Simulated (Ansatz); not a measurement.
# C4H5Cl: basis-set convergence

An exercise on one series of results from a longer session: the logs are not shown, and one member is left open.

Method: one geometry, several basis sets; program: Ansatz 0.2.0, Gaussian basis.

Plan: PBE0-D4/def2-SVP; ωB97M-V/def2-SVP; PBE0-D4/def2-QZVPP; ωB97M-V/def2-QZVPP; the functionals' def2-TZVPP values are taken from earlier runs.

## Structure used throughout

All runs share one geometry, relaxed beforehand with PBE0-D4 in a triple-zeta def2 set.

SMILES `C=C=C(C)Cl`, 10 atoms, charge 0, spin multiplicity 1.

Atoms are counted from 1 here; the program's logs count them from 0.

Bond lengths: C1–C2 1.299 Å, C1–H6 1.086 Å, C1–H7 1.086 Å, C2–C3 1.300 Å, C3–C4 1.490 Å, C3–Cl5 1.745 Å, C4–H8 1.093 Å, C4–H9 1.093 Å, C4–H10 1.090 Å. Angles: C2–C1–H6 121.3°, C2–C1–H7 121.3°, H6–C1–H7 117.3°, C1–C2–C3 179.1°, C2–C3–C4 126.1°, C2–C3–Cl5 119.1°, C4–C3–Cl5 114.9°, C3–C4–H8 110.4°, C3–C4–H9 110.4°, C3–C4–H10 110.2°, H8–C4–H9 107.7°, H8–C4–H10 109.1°, H9–C4–H10 109.1°.

Set-up of the first run:

in.yaml

```yaml
crystal:
  periodic: [false, false, false]
  atoms:
    - {symbol: C, position_ang: [-1.146013, 1.705456, -0.482826]}
    - {symbol: C, position_ang: [-0.254416, 0.769961, -0.351251]}
    - {symbol: C, position_ang: [0.624770, -0.176609, -0.206343]}
    - {symbol: C, position_ang: [0.469962, -1.395690, 0.635821]}
    - {symbol: Cl, position_ang: [2.145696, -0.058820, -1.054593]}
    - {symbol: H, position_ang: [-1.164527, 2.565688, 0.180161]}
    - {symbol: H, position_ang: [-1.899849, 1.661809, -1.263676]}
    - {symbol: H, position_ang: [0.555470, -2.295841, 0.021884]}
    - {symbol: H, position_ang: [1.254421, -1.435471, 1.395786]}
    - {symbol: H, position_ang: [-0.502612, -1.391583, 1.128037]}
basis:
  gaussian: {orbitals: def2-SVP}
hamiltonian: {xc: pbe0, dispersion: d4}
output: {orbitals: {seedname: orbitals}}
```

Among the steps run: PBE0-D4 in def2-SVP; ωB97M-V in def2-SVP; PBE0-D4 in def2-QZVPP; ωB97M-V in def2-QZVPP.

One table of the session follows, with a row left open; its other results are not shown here.

It belongs to the step «Functionals by basis». 

| functional | basis | HOMO (eV) |
| --- | --- | --- |
| PBE0-D4 | def2-SVP | -6.99 |
| PBE0-D4 | def2-TZVPP | -7.09 |
| PBE0-D4 | def2-QZVPP | -7.12 |
| ωB97M-V | def2-SVP | -9.13 |
| ωB97M-V | def2-TZVPP | ? |
| ωB97M-V | def2-QZVPP | -9.29 |

**Question.** Estimate the row for ωB97M-V, def2-TZVPP.

**Answer.** HOMO (eV): -9.26. In the column «HOMO (eV)» it lies between ωB97M-V, def2-QZVPP (-9.29) and ωB97M-V, def2-SVP (-9.13).
